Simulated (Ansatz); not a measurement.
# CH6SSi (built from SMILES C[SiH].S): a reaction path by the nudged elastic band

Aim: the minimum-energy path between two given structures and its highest point. Both ends were relaxed at PBE0-D4 in triple zeta.

The runs use Ansatz 0.2.0, Gaussian basis; PBE0-D4/def2-SVP.

16 further runs of the same task are left out: 16 set aside as unsound or not needed.

### 1 Where the work starts

The first end: 9 atoms, charge 0, spin multiplicity 1.

Atoms are counted from 1 here; the program's logs count them from 0.

Bond lengths: Si1–C2 1.923 Å, Si1–H5 1.534 Å, C2–H6 1.093 Å, C2–H7 1.097 Å, C2–H8 1.092 Å, H3–S4 1.346 Å, S4–H9 1.343 Å. Angles: C2–Si1–H5 96.4°, Si1–C2–H6 111.7°, Si1–C2–H7 105.6°, Si1–C2–H8 116.4°, H6–C2–H7 106.3°, H6–C2–H8 109.1°, H7–C2–H8 107.2°, H3–S4–H9 92.4°.

As a file:

```
Si   -0.75472   -0.41004    0.76839
C     1.03272   -0.97126    0.33421
H    -1.55332    0.68358   -1.96140
S    -0.77229    1.25416   -1.02476
H    -0.35278    0.83163    1.57458
H     1.03985   -1.70150   -0.47950
H     1.40092   -1.49744    1.22395
H     1.74894   -0.17811    0.10911
H    -1.78932    1.98889   -0.54447
```

The second end:

```
Si   -0.5704    0.1448    0.1909
C     0.9872   -0.8777    0.1960
H    -1.7529   -0.6820   -0.1707
S    -0.2777    1.6913   -1.2647
H    -0.8234    0.7420    1.5296
H     1.1640   -1.3197   -0.7867
H     0.9050   -1.6869    0.9256
H     1.8519   -0.2654    0.4604
H    -1.4836    2.2534   -1.0803
```

### 2 The band at PBE0-D4/def2-SVP

Input file neb/in.yaml:

```yaml
crystal:
  periodic: [false, false, false]
  atoms:
    - {symbol: Si, position_ang: [-0.754719, -0.410045, 0.768393]}
    - {symbol: C, position_ang: [1.032721, -0.971256, 0.334206]}
    - {symbol: H, position_ang: [-1.553321, 0.683580, -1.961400]}
    - {symbol: S, position_ang: [-0.772291, 1.254156, -1.024764]}
    - {symbol: H, position_ang: [-0.352782, 0.831628, 1.574579]}
    - {symbol: H, position_ang: [1.039852, -1.701501, -0.479500]}
    - {symbol: H, position_ang: [1.400921, -1.497440, 1.223953]}
    - {symbol: H, position_ang: [1.748938, -0.178109, 0.109107]}
    - {symbol: H, position_ang: [-1.789319, 1.988887, -0.544474]}
basis:
  gaussian: {orbitals: def2-SVP}
hamiltonian: {xc: pbe0, dispersion: d4}
neb:
  images: 5
  climbing: true
  max_iterations: 40
  initial_path: idpp
  final_atoms:
    - {symbol: Si, position_ang: [-0.570427, 0.144847, 0.190899]}
    - {symbol: C, position_ang: [0.987192, -0.877668, 0.196047]}
    - {symbol: H, position_ang: [-1.752892, -0.682043, -0.170719]}
    - {symbol: S, position_ang: [-0.277675, 1.691328, -1.264729]}
    - {symbol: H, position_ang: [-0.823444, 0.741998, 1.529617]}
    - {symbol: H, position_ang: [1.163986, -1.319693, -0.786700]}
    - {symbol: H, position_ang: [0.904994, -1.686877, 0.925603]}
    - {symbol: H, position_ang: [1.851914, -0.265410, 0.460353]}
    - {symbol: H, position_ang: [-1.483649, 2.253418, -1.080269]}
```

Command:

```
$ ansatz run in.yaml --threads 2 --pin off --events-out ev --progress --plain --max-ram 4352MiB
```

What it wrote (excerpt; [...] marks lines left out):

```text
Functional definition: PBE0
  name "PBE0"
  cite "Adamo & Barone, J. Chem. Phys. 110, 6158 (1999) doi:10.1063/1.478522"
  cite "Perdew, Burke & Ernzerhof, Phys. Rev. Lett. 77, 3865 (1996) doi:10.1103/PhysRevLett.77.3865"
  parent pbe
[...]
841 factors; integrals over basis functions are off by at most 3.3e-4 eV
[...]
mean field -19831.15555612 eV, -728.7815246473 hartree, gradient 3.1e-5 eV, S^2 0.000000; 0 other end points of the search recorded, 0 dependent functions left out
[...]
reference -19831.15558183 eV, -728.7815255923 hartree; 21, 21 occupied and 59, 59 virtual orbitals, 841 factors
[... from here to the last solve, the lines of the solves are left out (89 solves) ...]
WARN: NEB end point (image 0): max|allowed force component| = 2.569e-1 eV/Å (the criterion of neb.relax_end_points is 1.000e-2). That is over neb.f_tol: it is no minimum, so the barrier can be far off. Relax it first
WARN: NEB end point (image 6): max|allowed force component| = 2.703e-1 eV/Å (the criterion of neb.relax_end_points is 1.000e-2). That is over neb.f_tol: it is no minimum, so the barrier can be far off. Relax it first
NEB iter   1: max|band force component| = 3.352e0 eV/Å  barrier→ = 1.8297 eV  barrier← = 4.2539 eV  Δτ_max = 0.2000 Å  (178 SCF iters)
[...]
NEB iter   3: max|band force component| = 4.451e0 eV/Å  barrier→ = 0.5293 eV  barrier← = 2.9535 eV  Δτ_max = 0.1035 Å  (135 SCF iters)
[...]
NEB iter   5: max|band force component| = 2.601e-1 eV/Å  barrier→ = 0.3503 eV  barrier← = 2.7746 eV  CI = image 2  Δτ_max = 0.1499 Å  (134 SCF iters)
[...]
NEB iter   7: max|band force component| = 1.952e-1 eV/Å  barrier→ = 0.3329 eV  barrier← = 2.7572 eV  CI = image 2  Δτ_max = 0.0700 Å  (128 SCF iters)
[...]
NEB iter   9: max|band force component| = 2.821e-1 eV/Å  barrier→ = 0.3263 eV  barrier← = 2.7506 eV  CI = image 2  Δτ_max = 0.0374 Å  (125 SCF iters)
[...]
NEB iter  10: max|band force component| = 3.912e-2 eV/Å  barrier→ = 0.3252 eV  barrier← = 2.7495 eV  CI = image 2  CI's point: of a kind that is not told: the force calls were inconclusive, a negative curvature could not be distinguished from the path's own, the only one lies far off the [...]
Total energy: -19830.98757211 eV, -728.7753513487 hartree
Atom 0 at    -0.744906    -0.344525     0.549492 Å, force    -0.008740    -0.003536     0.023402 eV/Å
Atom 1 at     1.019529    -0.966890     0.228521 Å, force     0.017935     0.027575     0.015084 eV/Å
Atom 2 at    -1.564744     0.247944    -0.893223 Å, force    -0.012355     0.005831    -0.029190 eV/Å
Atom 3 at    -0.743354     1.432717    -1.375421 Å, force     0.004401    -0.034844     0.019344 eV/Å
Atom 4 at    -0.546775     0.723871     1.607565 Å, force    -0.005780     0.003494    -0.004556 eV/Å
Atom 5 at     1.082366    -1.552546    -0.701006 Å, force     0.010013     0.004713    -0.005280 eV/Å
Atom 6 at     1.285040    -1.646125     1.058562 Å, force    -0.017593     0.001100    -0.008563 eV/Å
Atom 7 at     1.763897    -0.157035     0.205952 Å, force     0.006596    -0.014855    -0.019294 eV/Å
Atom 8 at    -1.551053     2.262488    -0.680342 Å, force     0.005523     0.010522     0.009052 eV/Å
Dipole moment:     0.031986     0.105001     0.036211 e Å
```

Wall time 90 s (2 threads of Arm Neoverse V2, shared host).

The last band:

```tsv
image	path (Å)	energy (kJ/mol)	Si1–H3 (Å)	Si1–S4 (Å)	H3–S4 (Å)
0	0.00	0.0	3.05	2.45	1.35
1	0.76	13.1	2.61	2.61	1.35
2	1.52	31.4	1.76	2.62	1.52
3	2.00	-30.0	1.51	2.38	1.98
4	2.49	-169.9	1.48	2.20	2.47
5	2.97	-229.3	1.49	2.16	2.90
6	3.46	-233.9	1.49	2.14	3.00
```

The highest image, 2:

```xyz
9
CH6SSi
Si   -0.74491   -0.34453    0.54949
C     1.01953   -0.96689    0.22852
H    -1.56474    0.24794   -0.89322
S    -0.74335    1.43272   -1.37542
H    -0.54678    0.72387    1.60756
H     1.08237   -1.55255   -0.70101
H     1.28504   -1.64613    1.05856
H     1.76390   -0.15704    0.20595
H    -1.55105    2.26249   -0.68034
```

### 3 Outcome

| quantity | value |
| --- | --- |
| PBE0-D4/def2-SVP, 10 iterations | highest 31.4 kJ/mol (image 2), last end -233.9 kJ/mol |
| from earlier runs: barrier over the separately found saddle, CCSD(T)/def2-TZVPP | 44.4 kJ/mol |

The highest image lies 31.4 kJ/mol above the first end, and it climbed, so it estimates the saddle. The ends are not quite minima at this level (largest force component 0.27 eV/Å), so the heights are unreliable: relaxing the first end would lower it and raise the barrier above it. The highest image is 13.0 kJ/mol below the CCSD(T) barrier in triple zeta, which comes from separate runs on the saddle.
